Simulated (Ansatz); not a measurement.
# CHN₂ (quartet): from Hartree-Fock to the top rungs at a displaced geometry (v2), cc-pVDZ

Aim: climb from Hartree-Fock through coupled cluster for CHN₂ (quartet) at one geometry and basis, and see what each rung misses.

The runs use Ansatz 0.2.0, Gaussian basis; cc-pVDZ, core rule «outside noble gas», up to 3 orbitals frozen.

The runs, in order: UHF; CCSD(T) on ROHF; CCSD(T) on UHF; BCCD(T) on ROHF; CISD; CCSDT(Q) on ROHF; CCSDT(Q) on UHF.

28 further runs of the same task are left out: 6 for a known fault of the program, 9 that didn't finish, 13 set aside as unsound or not needed.

## 1. The geometry

The geometry is a PBE0/def2-TZVP stationary point (not a proven minimum) with its atoms shifted at random (size 0.100 Å).

4 atoms, charge 0, spin multiplicity 4.

Atoms are counted from 1 here; the program's logs count them from 0.

Bond lengths: C1–N2 1.324 Å, N2–N3 1.344 Å, N2–H4 0.958 Å. Angles: C1–N2–N3 126.5°, C1–N2–H4 117.4°, N3–N2–H4 112.2°.

## 2. UHF

in.yaml

```yaml
crystal:
  periodic: [false, false, false]
  atoms:
    - {symbol: C, position_ang: [0.086534, -0.244772, 1.242618]}
    - {symbol: N, position_ang: [-0.078340, 0.349676, 0.070661]}
    - {symbol: N, position_ang: [-0.001720, -0.232861, -1.138306]}
    - {symbol: H, position_ang: [0.081389, 1.293409, 0.029232]}
basis:
  gaussian: {orbitals: cc-pVDZ}
magnetization: {spin_polarized: true, initial_magnetization: 3}
hamiltonian: {xc: hf}
output: {orbitals: {seedname: orbitals}}
```

The run is started by

```sh
$ ansatz run in.yaml --threads 1 --pin off --events-out ev --progress --plain --max-ram 2393MiB
```

After this run come: CCSD(T) on ROHF; CCSD(T) on UHF; BCCD(T) on ROHF; CISD; CCSDT(Q) on ROHF; CCSDT(Q) on UHF.

Before running them: what should the planned runs give, taken together? Wanted: UCCSDT(Q) below the RHF energy; RMP2 from UCCSDT(Q); UMP2 from UCCSDT(Q); RCCSD from UCCSDT(Q); RCCSD(T) from UCCSDT(Q); UCCSD(T) from UCCSDT(Q); RCCSDT(Q) from UCCSDT(Q); T1 diagnostic.

**Answer**, as computed:

| quantity | value |
| --- | --- |
| UCCSDT(Q) below the RHF energy | -11.2051 eV |
| RMP2 from UCCSDT(Q) | +33.69 kcal/mol |
| UMP2 from UCCSDT(Q) | +33.54 kcal/mol |
| RCCSD from UCCSDT(Q) | +9.47 kcal/mol |
| RCCSD(T) from UCCSDT(Q) | +1.50 kcal/mol |
| UCCSD(T) from UCCSDT(Q) | +1.50 kcal/mol |
| RCCSDT(Q) from UCCSDT(Q) | +0.09 kcal/mol |
| levels within 1 kcal/mol (43 meV) | RCCSDT, UCCSDT, RCCSDT(Q) |
| T1 diagnostic | 0.035 |

What this shows: RCCSD(T) lands +1.50 kcal/mol from the yardstick (0.6 % of the correlation energy). These misses are within one basis, not against nature; the frozen cores of restricted and unrestricted runs differ, which can shift their rows.
